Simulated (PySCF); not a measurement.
# C4H8F: g tensor and hyperfine couplings

Species: C4H8F (doublet state).
SMILES with atom numbers: `[CH3:1][C:2]([CH3:3])[CH2:4][F:5]` (hydrogens: H6, H7, H8 on C1; H9, H10, H11 on C3; H12, H13 on C4)

Structure used (GFN2-xTB), in Å, numbered top down from 1:
```xyz
13
C4H8F angstrom
C     -0.241    1.349   -0.580
C      0.049   -0.042   -0.151
C      1.372   -0.375    0.432
C     -1.068   -0.993    0.010
F     -1.701   -0.848    1.264
H      0.643    1.819   -1.007
H     -1.049    1.373   -1.311
H     -0.560    1.963    0.271
H      1.401   -0.137    1.502
H      2.165    0.196   -0.049
H      1.587   -1.439    0.335
H     -1.866   -0.828   -0.722
H     -0.736   -2.036   -0.012
```

The hyperfine couplings belong to this conformer and change with its torsions.

Method: UKS B3LYP, pcH-1 on C F H, non-relativistic, mean-field spin-orbit, GIAO in PySCF. One conformer (not necessarily the lowest) at the GFN2-xTB geometry, without solvent, vibrations or thermal averaging. The geometry wasn't refined by DFT: couplings that depend on bond lengths, twists or pyramidal angles can differ widely from those at the functional's own minimum. No stability test was run, so a lower SCF solution isn't excluded.

| Quantity | Value |
| --- | --- |
| g1, g2, g3 | 2.00216, 2.00243, 2.00282 |
| g_iso | 2.00247 |
| Form of g | rhombic: the two nearest values differ by 41 % of g3 − g1 |
| ⟨S²⟩ | 0.7538 (exact 0.7500) |
| α and β electrons | 21, 20 |
| HOMO–LUMO gap, α and β orbitals | 6.60, 7.07 eV |

Hyperfine couplings atom by atom, in mT; T1 to T3 are the principal values of the dipolar part; ρ(0) is the spin density at the nucleus (MHz turned into mT with g_iso):

```csv
atom,isotope,a_iso,T1,T2,T3,Mulliken spin population,ρ(0) (bohr⁻³)
C1,13C,-1.10,-0.08,-0.01,0.09,-0.08,-0.0274
C2,13C,3.62,-2.77,-2.77,5.54,0.94,0.0902
C3,13C,-1.10,-0.08,-0.01,0.09,-0.08,-0.0274
C4,13C,-0.34,-0.07,0.01,0.06,-0.02,-0.0085
F5,19F,11.26,-4.22,-4.00,8.22,0.05,0.0750
H6,1H,1.22,-0.16,-0.15,0.31,0.01,0.0076
H7,1H,1.18,-0.17,-0.15,0.32,0.01,0.0074
H8,1H,5.12,-0.18,-0.10,0.28,0.06,0.0321
H9,1H,5.11,-0.18,-0.10,0.28,0.06,0.0321
H10,1H,1.20,-0.16,-0.15,0.31,0.01,0.0075
H11,1H,1.20,-0.17,-0.15,0.32,0.01,0.0075
H12,1H,0.46,-0.23,-0.12,0.35,0.01,0.0029
H13,1H,0.46,-0.23,-0.12,0.35,0.01,0.0029
```

The Mulliken spin populations are largest on C2 (+0.94), C1 (-0.08), C3 (-0.08) and H8 (+0.06). No atom but C2 exceeds +0.15. The positive populations add up to 1.18 and the negative ones to -0.18, together 2S = 1. The angles at C2 add up to 358.2°, so it is nearly planar.

Axes: g3 points within 2° of the C2–C4 bond.

Under fast tumbling the dipolar parts average out, and these isotropic splittings remain: 1 × 19F (F5, I = 1/2, 2 lines) with 11.26 mT, 6 × 1H (H6 (×6), I = 1/2, 7 lines) with 2.50 mT and 2 × 1H (H12/H13, I = 1/2, 3 lines) with 0.46 mT.

Nuclei that the bonding pattern makes equivalent are averaged, as if the motion that swaps them (rotation, inversion, ring flip) were fast. The six 1H nuclei of mean +70.2 MHz run from 33.1 to 143.4 MHz in the frozen geometry.

The 13C coupling of C2 (101.4 MHz) shows only in satellite lines or after enrichment, since that isotope makes up about 1.07 % of natural carbon.

β density exceeds α density at some nuclei, such as C1/C3 (-0.0274) and C4 (-0.0085), spin density in bohr⁻³. In a single determinant that takes different orbitals for the two spins, that is spin polarisation.

On one thread of an Arm Neoverse N1, shared host, this took 42 s wall (with the writing of density and orbital grids) and 0.74 GiB of memory at its peak.
